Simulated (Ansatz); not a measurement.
Problem. Name a neutral molecule of C, O and H with HOMO energy (PBE0/def2-TZVPP) between -7.35 and -7.05 eV and size of the dipole moment (PBE/def2-TZVPP) between 1.70 and 2.00 D (Ansatz, PBE0-D4/def2-TZVP geometry).

Solution. `CC1COC1` (-7.13 eV, 1.89 D); `C1COC1` (-7.14 eV, 1.78 D); `OC#CCO` (-7.21 eV, 1.98 D). Other molecules can fit too; these were computed, each in one conformer that needn't be the lowest.
